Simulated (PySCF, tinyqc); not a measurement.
RHF in the sto-6g basis, for CH2, spin multiplicity 1, step by step. The lowest restricted solution is unstable here: a spin-polarised one lies 0.0184 hartree lower (PySCF). One step of it, computed by the program tinyqc.

Task: Iteration 2: DIIS coefficients. Solve [B -1; -1 0][c; lambda] = [0; -1] for the coefficients, which sum to one.

B (overlaps of the stored error matrices):
```
                1               2
1   3.2469677e-01  -2.7284019e-01
2  -2.7284019e-01   9.6644901e-01
```

Give: DIIS coefficients.

Result:

DIIS coefficients: 0.675  0.325
